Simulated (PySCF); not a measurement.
**SiH2F (SMILES F[SiH2]): FCI/STO-6G**

Aim: the energy change on altering one bond length of SiH2F at FCI/STO-6G, from 2 runs. The job is set up through a Python script.

The calculation is run with PySCF 2.14.0.

10 further runs of the same task are left out: 10 set aside as unsound or not needed.

### Step 1. The structure to begin with

SiH2F: 4 atoms, total charge 0, spin state doublet. SMILES: `F[SiH2]`. The coordinates come from a GFN2-xTB relaxation.

Bond lengths: F1–Si2 1.621 Å, Si2–H3 1.448 Å, Si2–H4 1.448 Å. Angles: F1–Si2–H3 104.7°, F1–Si2–H4 104.7°, H3–Si2–H4 120.2°.

### Step 2. A single-point energy at FCI/STO-6G

run.py

```python
# F[SiH2]
from pyscf import gto, mcscf

molecule = gto.Mole()
molecule.atom = [
    ('F', (1.205590, 0.647540, -0.425510)),
    ('Si', (-0.122150, -0.264920, -0.246870)),
    ('H', (-1.219930, 0.678520, -0.261640)),
    ('H', (0.136490, -1.061140, 0.934020)),
]
molecule.verbose = 3
molecule.max_memory = 1860
molecule.charge = 0
molecule.basis = 'sto-6g'
molecule.spin = 1
molecule.build()

mf = molecule.ROHF()
mf.conv_tol = 1e-10
mf.kernel()
if not mf.converged:
    mf = mf.newton().run(mf.mo_coeff, mf.mo_occ)

cas = mcscf.CASCI(mf, mf.mo_coeff.shape[-1] - 6, (molecule.nelec[0] - 6, molecule.nelec[1] - 6))  # full CI above the frozen core
cas.fix_spin_(ss=0.75)
cas.kernel()
energy = cas.e_tot
print('Final energy', energy)
```

On the command line:

```bash
$ OMP_NUM_THREADS=1 python run.py
```

The program printed:

```text
converged SCF energy = -387.968074719491
CASCI E = -388.034562337904  E(CI) = -43.6414763992233  S^2 = 0.7500000
Final energy -388.03456233790405
```

Wall time 1.8 s (1 thread of Arm Neoverse N1, shared host); peak memory 0.12 GiB.

### Step 3. The distorted shape at the same level

job.py

```python
from pyscf import gto, scf, mcscf

mol = gto.Mole()
mol.atom = '''
F      0.740038     2.080735    -2.551110
Si    -0.587702     1.168275    -2.372470
H     -1.685482     2.111715    -2.387240
H      0.136490    -1.061140     0.934020
'''
mol.max_memory = 1860
mol.spin = 1
mol.verbose = 3
mol.charge = 0
mol.basis = 'sto-6g'
mol.build()

mf = scf.ROHF(mol)
mf.conv_tol = 1e-10
mf.kernel()
if not mf.converged:
    mf = mf.newton().run(mf.mo_coeff, mf.mo_occ)

cas = mcscf.CASCI(mf, mf.mo_coeff.shape[-1] - 6, (mol.nelec[0] - 6, mol.nelec[1] - 6))  # full CI above the frozen core
cas.fix_spin_(ss=0.75)
cas.kernel()
etot = cas.e_tot
print('E(%s) = %.9f' % ('FCI', etot))
```

On the command line:

```bash
$ OMP_NUM_THREADS=1 python job.py
```

The program printed:

```text
converged SCF energy = -387.847531746368
CASCI E = -387.919504285495  E(CI) = -41.7437106978205  S^2 = 0.7500000
E(FCI) = -387.919504285
```

It took 1.9 s on 1 thread of Arm Neoverse N1, shared host; peak memory 0.12 GiB.

### Step 4. What came out

Level: FCI/STO-6G, 6 core orbitals frozen.

| quantity | value |
| --- | --- |
| first shape: total energy | -388.03456 Eh |
| first shape: dipole moment (Hartree–Fock density) | 1.63 D |
| first shape: correlation energy (6 core orbitals frozen) | -66.5 mEh |
| distorted shape: total energy | -387.91950 Eh |
| distorted shape: dipole moment (Hartree–Fock density) | 0.67 D |
| distorted shape: correlation energy (6 core orbitals frozen) | -72.0 mEh |
| energy change with the Si2–H4 bond stretched from 1.448 to 4.053 Å | 3.131 eV |

**Reading.** With the Si2–H4 bond stretched from 1.448 to 4.053 Å the energy rises by 3.13 eV (72 kcal/mol). The first shape isn't relaxed at this level, so the change isn't measured from a minimum. The minimal basis adds a large error of its own. Mulliken charges (distorted shape) of the mean-field density run from -0.35 on F1 to +0.60 on Si2.
